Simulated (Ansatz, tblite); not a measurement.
# Si(SMe)H3 (CH6SSi): charged states by level of theory

Aim: the energy of removing and adding an electron for Si(SMe)H3 (CH6SSi), by energy differences, and how well orbital energies stand in for it.

Computed with Ansatz 0.2.0, Gaussian basis. Level: as each input shows.

Levels to be run: charge +1 doublet, at the geometry of the singlet (PBE0-D4/def2-TZVP, PBE-D4/def2-TZVP, r2SCAN-D4/def2-TZVP); charge -1 doublet, at the geometry of the singlet (PBE0-D4/def2-TZVPD, PBE-D4/def2-TZVPD, r2SCAN-D4/def2-TZVPD); the starting singlet's energies come from earlier runs.

2 further runs of the same task are left out: 2 that didn't finish.

## (1) The geometry

The singlet was relaxed beforehand with PBE-D4/def2-TZVP.

9 atoms, charge 0, spin multiplicity 1.

Atoms are counted from 1 here; the program's logs count them from 0.

Bond lengths: Si1–S2 2.138 Å, Si1–H7 1.498 Å, Si1–H8 1.493 Å, Si1–H9 1.498 Å, S2–C3 1.832 Å, C3–H4 1.097 Å, C3–H5 1.097 Å, C3–H6 1.097 Å. Angles: S2–Si1–H7 111.6°, S2–Si1–H8 106.2°, S2–Si1–H9 111.1°, H7–Si1–H8 110.0°, H7–Si1–H9 107.8°, H8–Si1–H9 110.2°, Si1–S2–C3 99.0°, S2–C3–H4 111.0°, S2–C3–H5 106.6°, S2–C3–H6 111.2°, H4–C3–H5 109.0°, H4–C3–H6 110.1°, H5–C3–H6 108.9°.

## (2) Charge +1 doublet at the fixed geometry, first pass, PBE0-D4/def2-SVP

The input, in.yaml:

```yaml
crystal:
  periodic: [false, false, false]
  atoms:
    - {symbol: Si, position_ang: [-0.372589, 0.844833, -1.172066]}
    - {symbol: S, position_ang: [-0.438112, 0.804706, 0.965051]}
    - {symbol: C, position_ang: [0.359571, -0.820301, 1.246981]}
    - {symbol: H, position_ang: [-0.226629, -1.629756, 0.793989]}
    - {symbol: H, position_ang: [0.392660, -0.967894, 2.333311]}
    - {symbol: H, position_ang: [1.384177, -0.832474, 0.854442]}
    - {symbol: H, position_ang: [1.036057, 0.839148, -1.681892]}
    - {symbol: H, position_ang: [-1.059010, 2.104220, -1.585174]}
    - {symbol: H, position_ang: [-1.076113, -0.342483, -1.754643]}
basis:
  gaussian: {orbitals: def2-SVP}
total_charge: 1
magnetization: {spin_polarized: true, initial_magnetization: 1}
hamiltonian: {xc: pbe0, dispersion: d4}
output: {orbitals: {seedname: orbitals}}
```

Command:

```sh
$ ansatz run in.yaml --threads 4 --pin off --events-out ev --progress --plain --max-ram 3916MiB
```

The log of the run:

```text
Functional definition: PBE0
  name "PBE0"
  cite "Adamo & Barone, J. Chem. Phys. 110, 6158 (1999) doi:10.1063/1.478522"
  cite "Perdew, Burke & Ernzerhof, Phys. Rev. Lett. 77, 3865 (1996) doi:10.1103/PhysRevLett.77.3865"
  parent pbe
  parameter a = 0.25
  parameter kappa = 0.804
  parameter beta = 0.06672455060314922
  exchange = (1 - a)*pbe_x(kappa = kappa, mu = beta*pi^2/3) + a*exact_x
  correlation = pbe_c(beta = beta)
783 factors; integrals over basis functions are off by at most 1.2e-3 eV
mean field evaluation 1: about -19818.3778 eV, gradient 3.3e1 eV
mean field evaluation 2: about -19813.7182 eV, gradient 4.1e1 eV
mean field evaluation 4: about -19823.7216 eV, gradient 1.6e0 eV
mean field evaluation 8: about -19823.8372 eV, gradient 1.3e-1 eV
mean field evaluation 16: about -19823.8374 eV, gradient 1.4e-4 eV
mean field -19823.83741344 eV, -728.5125878644 hartree, gradient 7.0e-6 eV, S^2 0.754745; 0 other end points of the search recorded, 0 dependent functions left out
reference -19823.83743583 eV, -728.5125886870 hartree; 21, 20 occupied and 59, 60 virtual orbitals, 783 factors
Total energy: -19823.96002773 eV, -728.5170938563 hartree
```

It took 1.9 s on 4 threads of Arm Neoverse N1, shared host.

From the report: HOMO -14.87 eV, LUMO -11.36 eV (over both spins); ⟨S²⟩ 0.755 (pure: 0.75).

## (3) Charge +1 doublet at the fixed geometry, PBE0-D4/def2-TZVP

start.molden holds the orbitals of an earlier run on this state, given as this run's starting guess.

Changes to in.yaml since step 2:

```diff
@@ -13,3 +13,3 @@
 basis:
-  gaussian: {orbitals: def2-SVP}
+  gaussian: {orbitals: def2-TZVP, initial_orbitals: start.molden}
 total_charge: 1
@@ -17,2 +17,3 @@
 hamiltonian: {xc: pbe0, dispersion: d4}
+scf: {omitted_lower_state_checks: [starts]}
 output: {orbitals: {seedname: orbitals}}
```

The command is unchanged.

The log of the run:

```text
Functional definition: PBE0
  name "PBE0"
  cite "Adamo & Barone, J. Chem. Phys. 110, 6158 (1999) doi:10.1063/1.478522"
  cite "Perdew, Burke & Ernzerhof, Phys. Rev. Lett. 77, 3865 (1996) doi:10.1103/PhysRevLett.77.3865"
  parent pbe
  parameter a = 0.25
  parameter kappa = 0.804
  parameter beta = 0.06672455060314922
  exchange = (1 - a)*pbe_x(kappa = kappa, mu = beta*pi^2/3) + a*exact_x
  correlation = pbe_c(beta = beta)
these checks for a lower state are left out or cut short: starts
983 factors; their error is unknown
mean field evaluation 1: about -19829.7579 eV, gradient 8.0e1 eV
mean field evaluation 2: about -19831.6037 eV, gradient 2.4e0 eV
mean field evaluation 4: about -19831.6883 eV, gradient 1.8e-1 eV
mean field evaluation 8: about -19831.6884 eV, gradient 9.1e-6 eV
mean field -19831.68841408 eV, -728.8011068162 hartree, gradient 9.1e-6 eV, S^2 0.756191; 0 other end points of the search recorded, 0 dependent functions left out
reference -19831.68844673 eV, -728.8011080160 hartree; 21, 20 occupied and 120, 121 virtual orbitals, 983 factors
Total energy: -19831.81103863 eV, -728.8056131853 hartree
Checks for a lower state left out: starts
```

Wall time 3.2 s (4 threads of Arm Neoverse N1, shared host).

HOMO -14.76 eV, LUMO -11.17 eV (over both spins); ⟨S²⟩ 0.756 (pure: 0.75).

## (4) Charge +1 doublet at the fixed geometry, PBE-D4/def2-TZVP

Changes to in.yaml since step 3:

```diff
@@ -16,3 +16,3 @@
 magnetization: {spin_polarized: true, initial_magnetization: 1}
-hamiltonian: {xc: pbe0, dispersion: d4}
+hamiltonian: {xc: pbe, dispersion: d4}
 scf: {omitted_lower_state_checks: [starts]}
```

Launched as before.

The log of the run:

```text
Functional definition: PBE
  name "PBE"
  cite "Perdew, Burke & Ernzerhof, Phys. Rev. Lett. 77, 3865 (1996) doi:10.1103/PhysRevLett.77.3865"
  parent pbe
  parameter kappa = 0.804
  parameter beta = 0.06672455060314922
  exchange = pbe_x(kappa = kappa, mu = beta*pi^2/3)
  correlation = pbe_c(beta = beta)
these checks for a lower state are left out or cut short: starts
957 factors; their error is unknown
mean field evaluation 1: about -19829.7284 eV, gradient 7.3e0 eV
mean field evaluation 2: about -19829.8313 eV, gradient 2.3e-1 eV
mean field evaluation 4: about -19829.8131 eV, gradient 7.7e-3 eV
mean field -19829.81310375 eV, -728.7321904328 hartree, gradient 2.9e-5 eV, S^2 0.753772; 0 other end points of the search recorded, 0 dependent functions left out
reference -19829.81314706 eV, -728.7321920244 hartree; 21, 20 occupied and 120, 121 virtual orbitals, 957 factors
Total energy: -19829.95911865 eV, -728.7375563812 hartree
Checks for a lower state left out: starts
```

Run time: 2.5 s. Hardware: 4 threads of Arm Neoverse N1, shared host.

HOMO -13.37 eV, LUMO -12.12 eV (over both spins); ⟨S²⟩ 0.754 (pure: 0.75).

## (5) Charge +1 doublet at the fixed geometry, r2SCAN-D4/def2-TZVP

Changes to in.yaml since step 4:

```diff
@@ -16,3 +16,3 @@
 magnetization: {spin_polarized: true, initial_magnetization: 1}
-hamiltonian: {xc: pbe, dispersion: d4}
+hamiltonian: {xc: r2scan, dispersion: d4}
 scf: {omitted_lower_state_checks: [starts]}
```

Launched as before.

The log of the run:

```text
Functional definition: r2SCAN
  name "r2SCAN"
  cite "Furness, Kaplan, Ning, Perdew & Sun, J. Phys. Chem. Lett. 11, 8208 (2020) doi:10.1021/acs.jpclett.0c02405"
  cite "Furness, Kaplan, Ning, Perdew & Sun, J. Phys. Chem. Lett. 11, 9248 (2020) doi:10.1021/acs.jpclett.0c03077"
  parent r2scan
  parameter k0 = 0.174
  parameter k1 = 0.065
  parameter a1 = 4.9479
  exchange = r2scan_x(k0 = k0, k1 = k1, a1 = a1)
  correlation = r2scan_c
these checks for a lower state are left out or cut short: starts
957 factors; their error is unknown
mean field evaluation 1: about -19838.0449 eV, gradient 5.1e0 eV
mean field evaluation 2: about -19838.0809 eV, gradient 7.6e-2 eV
mean field evaluation 4: about -19838.0597 eV, gradient 1.5e-3 eV
mean field -19838.05965317 eV, -729.0352455340 hartree, gradient 1.9e-5 eV, S^2 0.758209; 0 other end points of the search recorded, 0 dependent functions left out
reference -19838.05966787 eV, -729.0352460745 hartree; 21, 20 occupied and 120, 121 virtual orbitals, 957 factors
Total energy: -19838.09317815 eV, -729.0364775545 hartree
Checks for a lower state left out: starts
```

It took 6 s on 4 threads of Arm Neoverse N1, shared host.

From the report: HOMO -13.82 eV, LUMO -11.88 eV (over both spins); ⟨S²⟩ 0.758 (pure: 0.75).

## (6) Vertical ionisation energy

Charged state less starting state, singlet to doublet; the starting state's energies are those of its earlier runs.

| level | vertical ionisation energy (eV) | time |
| --- | --- | --- |
| PBE-D4/def2-TZVP | +9.01 | 4 s |
| r2SCAN-D4/def2-TZVP | +9.05 | 9.1 s |
| PBE0-D4/def2-TZVP | +9.12 | 4.9 s |

Times add the two runs; a level without a time comes out of a correlated run.

Beside −ε(HOMO) of the starting state:

```
              level  −ε(HOMO) (eV)  by difference (eV)  mismatch (eV)
   PBE-D4/def2-TZVP           5.75                9.01          -3.26
r2SCAN-D4/def2-TZVP           6.00                9.05          -3.04
  PBE0-D4/def2-TZVP           6.95                9.12          -2.17
```

## (7) Charge -1 doublet at the fixed geometry, first pass, PBE0-D4/def2-SVP

Changes to in.yaml since step 5:

```diff
@@ -13,7 +13,6 @@
 basis:
-  gaussian: {orbitals: def2-TZVP, initial_orbitals: start.molden}
-total_charge: 1
+  gaussian: {orbitals: def2-SVP}
+total_charge: -1
 magnetization: {spin_polarized: true, initial_magnetization: 1}
-hamiltonian: {xc: r2scan, dispersion: d4}
-scf: {omitted_lower_state_checks: [starts]}
+hamiltonian: {xc: pbe0, dispersion: d4}
 output: {orbitals: {seedname: orbitals}}
```

Same command.

The log of the run, shortened:

```text
Functional definition: PBE0
  name "PBE0"
  cite "Adamo & Barone, J. Chem. Phys. 110, 6158 (1999) doi:10.1063/1.478522"
  cite "Perdew, Burke & Ernzerhof, Phys. Rev. Lett. 77, 3865 (1996) doi:10.1103/PhysRevLett.77.3865"
  parent pbe
[...]
783 factors; integrals over basis functions are off by at most 1.2e-3 eV
[...]
mean field -19830.71363474 eV, -728.7652843363 hartree, gradient 2.1e-5 eV, S^2 0.753330; 4 other end points of the search recorded, 0 dependent functions left out
reference -19830.71366528 eV, -728.7652854585 hartree; 22, 21 occupied and 58, 59 virtual orbitals, 783 factors
Total energy: -19830.89711884 eV, -728.7720272525 hartree
```

Run time: 3.4 s. Hardware: 4 threads of Arm Neoverse N1, shared host.

Report: HOMO 4.03 eV, LUMO 5.99 eV (over both spins); ⟨S²⟩ 0.753 (pure: 0.75). Doubts: highest occupied level lies above zero.

## (8) Charge -1 doublet at the fixed geometry, PBE0-D4/def2-TZVPD

Changes to in.yaml since step 7:

```diff
@@ -13,3 +13,3 @@
 basis:
-  gaussian: {orbitals: def2-SVP}
+  gaussian: {orbitals: def2-TZVPD, initial_orbitals: start.molden}
 total_charge: -1
@@ -17,2 +17,3 @@
 hamiltonian: {xc: pbe0, dispersion: d4}
+scf: {omitted_lower_state_checks: [starts]}
 output: {orbitals: {seedname: orbitals}}
```

Same command.

The log of the run, shortened:

```text
Functional definition: PBE0
  name "PBE0"
  cite "Adamo & Barone, J. Chem. Phys. 110, 6158 (1999) doi:10.1063/1.478522"
  cite "Perdew, Burke & Ernzerhof, Phys. Rev. Lett. 77, 3865 (1996) doi:10.1103/PhysRevLett.77.3865"
  parent pbe
[...]
1091 factors; their error is unknown
[...]
mean field -19839.84584428 eV, -729.1008868468 hartree, gradient 5.4e-6 eV, S^2 0.750713; 0 other end points of the search recorded, 0 dependent functions left out
reference -19839.84589725 eV, -729.1008887933 hartree; 22, 21 occupied and 158, 159 virtual orbitals, 1091 factors
Total energy: -19840.02935081 eV, -729.1076305873 hartree
Checks for a lower state left out: starts
```

It took 9 s on 4 threads of Arm Neoverse N1, shared host.

Report: HOMO 2.07 eV, LUMO 3.08 eV (over both spins); ⟨S²⟩ 0.751 (pure: 0.75). Doubts: highest occupied level lies above zero.

## (9) Charge -1 doublet at the fixed geometry, PBE-D4/def2-TZVPD

Changes to in.yaml since step 8:

```diff
@@ -16,3 +16,3 @@
 magnetization: {spin_polarized: true, initial_magnetization: 1}
-hamiltonian: {xc: pbe0, dispersion: d4}
+hamiltonian: {xc: pbe, dispersion: d4}
 scf: {omitted_lower_state_checks: [starts]}
```

The command is unchanged.

The log of the run:

```text
Functional definition: PBE
  name "PBE"
  cite "Perdew, Burke & Ernzerhof, Phys. Rev. Lett. 77, 3865 (1996) doi:10.1103/PhysRevLett.77.3865"
  parent pbe
  parameter kappa = 0.804
  parameter beta = 0.06672455060314922
  exchange = pbe_x(kappa = kappa, mu = beta*pi^2/3)
  correlation = pbe_c(beta = beta)
these checks for a lower state are left out or cut short: starts
1048 factors; their error is unknown
mean field evaluation 1: about -19837.9455 eV, gradient 7.4e0 eV
mean field evaluation 2: about -19838.0318 eV, gradient 1.4e-1 eV
mean field evaluation 4: about -19838.0139 eV, gradient 7.4e-2 eV
mean field evaluation 8: about -19838.0140 eV, gradient 4.2e-4 eV
mean field evaluation 16: about -19838.0140 eV, gradient 4.2e-6 eV
mean field -19838.01400497 eV, -729.0335679937 hartree, gradient 2.9e-6 eV, S^2 0.750608; 0 other end points of the search recorded, 0 dependent functions left out
reference -19838.01406982 eV, -729.0335703769 hartree; 22, 21 occupied and 158, 159 virtual orbitals, 1048 factors
Total energy: -19838.23218498 eV, -729.0415859613 hartree
Checks for a lower state left out: starts
```

Run time: 11 s. Hardware: 4 threads of Arm Neoverse N1, shared host.

Report: HOMO 2.38 eV, LUMO 2.62 eV (over both spins); ⟨S²⟩ 0.751 (pure: 0.75). Doubts: highest occupied level lies above zero.

## (10) Charge -1 doublet at the fixed geometry, r2SCAN-D4/def2-TZVPD

Changes to in.yaml since step 9:

```diff
@@ -16,3 +16,3 @@
 magnetization: {spin_polarized: true, initial_magnetization: 1}
-hamiltonian: {xc: pbe, dispersion: d4}
+hamiltonian: {xc: r2scan, dispersion: d4}
 scf: {omitted_lower_state_checks: [starts]}
```

Launched as before.

The log of the run, shortened:

```text
Functional definition: r2SCAN
  name "r2SCAN"
  cite "Furness, Kaplan, Ning, Perdew & Sun, J. Phys. Chem. Lett. 11, 8208 (2020) doi:10.1021/acs.jpclett.0c02405"
  cite "Furness, Kaplan, Ning, Perdew & Sun, J. Phys. Chem. Lett. 11, 9248 (2020) doi:10.1021/acs.jpclett.0c03077"
  parent r2scan
[...]
1048 factors; their error is unknown
[...]
mean field -19846.17341199 eV, -729.3334206713 hartree, gradient 5.7e-6 eV, S^2 0.751673; 0 other end points of the search recorded, 0 dependent functions left out
reference -19846.17345140 eV, -729.3334221194 hartree; 22, 21 occupied and 158, 159 virtual orbitals, 1048 factors
Total energy: -19846.22561035 eV, -729.3353389253 hartree
Checks for a lower state left out: starts
```

Wall time 22 s (4 threads of Arm Neoverse N1, shared host).

From the report: HOMO 2.41 eV, LUMO 2.96 eV (over both spins); ⟨S²⟩ 0.752 (pure: 0.75). Doubts: highest occupied level lies above zero.

## (11) Vertical electron affinity

Starting state less charged state (positive: the electron is bound), singlet to doublet; the starting state's energies are those of its earlier runs.

```csv
level,vertical electron affinity (eV),time
PBE-D4/def2-TZVPD,-0.76,13 s
r2SCAN-D4/def2-TZVPD,-0.94,27 s
PBE0-D4/def2-TZVPD,-0.92,12 s
```

Times add the two runs; a level without a time comes out of a correlated run.

Beside −ε(LUMO) of the starting state:

```csv
level,−ε(LUMO) (eV),by difference (eV),mismatch (eV)
PBE-D4/def2-TZVPD,0.96,-0.76,+1.72
r2SCAN-D4/def2-TZVPD,0.55,-0.94,+1.48
PBE0-D4/def2-TZVPD,0.17,-0.92,+1.09
```

## (12) Results

| quantity | value |
| --- | --- |
| vertical ionisation energy, functionals in def2-TZVP | 9.01 (PBE-D4) to 9.12 eV (PBE0-D4) |
| vertical electron affinity, functionals in def2-TZVPD | -0.94 (r2SCAN-D4) to -0.76 eV (PBE-D4) |

What this shows: The vertical ionisation energy spans 9.01 to 9.12 eV over the functionals. −ε(HOMO) misses the level's own difference by -2.17 eV at best (PBE0-D4) and -3.26 eV at worst (PBE-D4). The vertical electron affinity spans -0.94 to -0.76 eV over the functionals. A negative affinity means an unbound electron, held by the basis alone. −ε(LUMO) misses the level's own difference by +1.09 eV at best (PBE0-D4) and +1.72 eV at worst (PBE-D4).
